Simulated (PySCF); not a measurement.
Reaction (SMILES): FS(F)=O + 3 [H][H] (H2) → 2 F (HF) + O (H2O) + S (H2S)
B3LYP-D3(BJ)/def2-TZVP geometries, fixed; electronic energies without zero-point terms.

Basis-set convergence of the energy of full hydrogenation at PBE with PySCF. All functions are spherical. Density fitting with generated auxiliary sets. In sets without p functions on hydrogen, species with hydrogen take exact integrals. No added dispersion term, no relativity. Functions are those of the species that has most. Reference: the value in pcseg-3, -51.36 kcal/mol, itself unsure by roughly 2.26 kcal/mol (its mean distance from def2-QZVPP, cc-pV(Q+d)Z).

```
basis            functions  energy of full hydrogenation (kcal/mol)
---------------  ---------  ---------------------------------------
6-31G                   40                                  -111.13
6-31G*                  60                                   -27.79
def2-SV(P)              60                                   -26.73
def2-SVPD               96                                   -83.88
aug-cc-pV(D+d)Z        101                                      [?]
pcseg-2                124                                      [?]
cc-pV(T+d)Z            129                                      [?]
def2-TZVPP             135                                   -50.00
jun-cc-pV(T+d)Z        165                                      [?]
```

Q: Fill in the missing entries.

A: 
- aug-cc-pV(D+d)Z, energy of full hydrogenation (kcal/mol): -69.28
- pcseg-2, energy of full hydrogenation (kcal/mol): -55.13
- cc-pV(T+d)Z, energy of full hydrogenation (kcal/mol): -44.27
- jun-cc-pV(T+d)Z, energy of full hydrogenation (kcal/mol): -53.53
